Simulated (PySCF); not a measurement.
# The first ionisation energy along the alkaline earths

All values are computed (PySCF 2.14, energy differences of UHF-based or UKS calculations, no spin-orbit coupling). Values in eV. The last column holds reference values (NIST; (s) semi-empirical, (t) theoretical, else measured). Unmarked ones compare directly (S terms, centres of terms, or small fine structure); those marked * lie between the lowest fine-structure levels and include a spin-orbit shift.

```
                      element       configurations  MP2 (valence)  SCS-MP2 (valence)  CCSD(T) (valence)  CCSDT (valence)  FCI (valence)   BP86  reference
Be (6-31G*, non-relativistic)  [He] 2s2 → [He] 2s1          8.636              8.777              9.188            9.188          9.188  9.058      9.323
Mg (6-31G*, non-relativistic)  [Ne] 3s2 → [Ne] 3s1          7.201              7.318              7.516            7.516          7.516  7.731      7.646
Ca (6-31G*, non-relativistic)  [Ar] 4s2 → [Ar] 4s1          5.600              5.694              5.849            5.849          5.849  6.221      6.113
```

Question: Which of these methods has the smallest mean absolute error against the measured values here?

Answer: BP86, with 0.152 eV.

```
           method  elements  mean error (eV)  mean absolute error (eV)  largest error (eV)
    MP2 (valence)         3           -0.549                     0.549              -0.687
SCS-MP2 (valence)         3           -0.431                     0.431              -0.545
CCSD(T) (valence)         3           -0.177                     0.177              -0.264
  CCSDT (valence)         3           -0.177                     0.177              -0.264
    FCI (valence)         3           -0.177                     0.177              -0.264
             BP86         3           -0.024                     0.152              -0.264
```

Errors include the incompleteness of the basis and the frozen core.

"Valence" correlates the outer s and p shells and, in groups 3 to 12 and the f block, the outer d or f shell, open or full, or the next shell where the ion has no valence electron left; the wider scheme adds the next inner shell.
